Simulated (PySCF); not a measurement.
Sulfuryl fluoride, F2O2S.
Structure used (PBE0-D3(BJ)/def2-SVP), in Å, numbered top down from 1:
```
atom  x, y, z in Å
O1    -1.4438   -0.2090    0.3169
S2    -0.0383   -0.0652    0.1399
O3     0.9523   -0.2562    1.1451
F4     0.2252    1.3305   -0.5418
F5     0.3794   -0.9105   -1.1222
```

Computed with core-valence-separated Tamm–Dancoff BHandHLYP/aug-pcX-1 (def2-SVPD on S) in PySCF, non-relativistic, gas phase, PBE0-D3(BJ)/def2-SVP geometry. Absolute energies from this functional tend to lie a few eV below measured edges; no shift was applied.

The lowest roots of each edge with f over 0.003 (five at most, numbered afresh; weaker and dark ones are left out), with transition dipoles (au) in the frame of the coordinates:

```csv
root,edge,E (eV),f,μx,μy,μz
1,O,532.18,0.0393,0.0378,-0.0075,0.0390
2,O,532.19,0.0393,-0.0542,-0.0046,0.0071
3,O,532.97,0.0449,-0.0030,0.0567,0.0146
4,O,532.97,0.0200,0.0027,-0.0379,-0.0096
5,O,534.52,0.0410,0.0278,0.0138,-0.0466
6,F,684.44,0.0450,-0.0097,0.0410,0.0302
7,F,684.44,0.0411,0.0126,0.0322,-0.0353
8,F,688.44,0.0102,0.0024,-0.0229,-0.0089
9,F,688.44,0.0124,0.0085,0.0096,-0.0239
10,F,688.97,0.0064,-0.0009,-0.0194,0.0016
```

Task: Molecules are fixed in this frame and the field points along x. What effective strengths 3 f cos²θ do the roots have (θ between field and μ)?

Result: root 1 (O1/O3): 0.056, root 2 (O1/O3): 0.115, root 3 (O1/O3): 0.000, root 4 (O1/O3): 0.000, root 5 (O1/O3): 0.030, root 6 (F4/F5): 0.005, root 7 (F4/F5): 0.008, root 8 (F4/F5): 0.000, root 9 (F4/F5): 0.004, root 10 (F4/F5): 0.000. Root 2 is the strongest. Averaged over all orientations cos²θ is 1/3, which gives f back. For degenerate partners only the sum has meaning, as the program may mix them freely.

On Arm Neoverse V2, one thread, no GPU, shared host, this took 4.2 s of wall time and 0.60 GiB of memory at its peak.
